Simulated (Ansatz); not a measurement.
C4H9N, SMILES `CC1CCN1`, relaxed with RKS PBE-D4/def2-SVP in Ansatz 0.2.0 from a rough embedded geometry. The force threshold is 0.03 eV/Å; the program also tests the step.

Total charge 0; spin multiplicity 1.

Start:

```xyz
14

C    -0.361    0.929   -1.377
C    -0.467   -0.153   -0.411
C    -0.241    0.240    1.038
C     0.572   -1.048    1.209
N     0.795   -0.952   -0.329
H    -0.380    0.572   -2.447
H    -1.264    1.621   -1.319
H     0.499    1.599   -1.255
H    -1.402   -0.795   -0.558
H     0.319    1.126    1.233
H    -1.156    0.241    1.690
H     1.480   -1.013    1.747
H     0.007   -1.921    1.388
H     1.600   -0.446   -0.609
```

```json
{"step": "1", "energy (eV)": "-5771.3958", "largest force (eV/Å)": "3.610", "largest move (Å)": "0.000"}
{"step": "2", "energy (eV)": "-5772.0114", "largest force (eV/Å)": "1.487", "largest move (Å)": "0.177"}
{"step": "3", "energy (eV)": "-5772.0777", "largest force (eV/Å)": "0.577", "largest move (Å)": "0.057"}
{"step": "4", "energy (eV)": "-5772.0907", "largest force (eV/Å)": "0.117", "largest move (Å)": "0.045"}
{"step": "5", "energy (eV)": "-5772.0937", "largest force (eV/Å)": "0.063", "largest move (Å)": "0.026"}
{"step": "6", "energy (eV)": "-5772.0963", "largest force (eV/Å)": "0.128", "largest move (Å)": "0.046"}
{"step": "7", "energy (eV)": "-5772.0998", "largest force (eV/Å)": "0.408", "largest move (Å)": "0.147"}
{"step": "8", "energy (eV)": "-5772.1044", "largest force (eV/Å)": "0.324", "largest move (Å)": "0.022"}
{"step": "9", "energy (eV)": "-5772.1210", "largest force (eV/Å)": "0.090", "largest move (Å)": "0.188"}
{"step": "10", "energy (eV)": "-5772.1332", "largest force (eV/Å)": "0.174", "largest move (Å)": "0.153"}
{"step": "11 (rejected)", "energy (eV)": "-5772.1274", "largest force (eV/Å)": "0.571", "largest move (Å)": "0.195"}
{"step": "12", "energy (eV)": "-5772.1424", "largest force (eV/Å)": "0.198", "largest move (Å)": "0.098"}
{"step": "13", "energy (eV)": "-5772.1544", "largest force (eV/Å)": "0.118", "largest move (Å)": "0.097"}
{"step": "14", "energy (eV)": "-5772.1619", "largest force (eV/Å)": "0.095", "largest move (Å)": "0.143"}
{"step": "15", "energy (eV)": "-5772.1645", "largest force (eV/Å)": "0.061", "largest move (Å)": "0.045"}
{"step": "16", "energy (eV)": "-5772.1651", "largest force (eV/Å)": "0.013", "largest move (Å)": "0.019"}
```

End:

```xyz
14

C    -0.134    1.011   -1.286
C    -0.616   -0.150   -0.420
C    -0.521    0.096    1.113
C     0.739   -0.804    1.077
N     0.339   -1.276   -0.263
H    -0.013    0.693   -2.343
H    -0.860    1.850   -1.273
H     0.844    1.401   -0.932
H    -1.617   -0.482   -0.782
H    -0.383    1.147    1.434
H    -1.361   -0.349    1.680
H     1.687   -0.215    1.116
H     0.809   -1.603    1.849
H     1.086   -1.319   -0.968
```

It took 19 s on 4 threads of an Arm Neoverse V2 on a shared host, with 0.16 GiB of host memory at the peak.
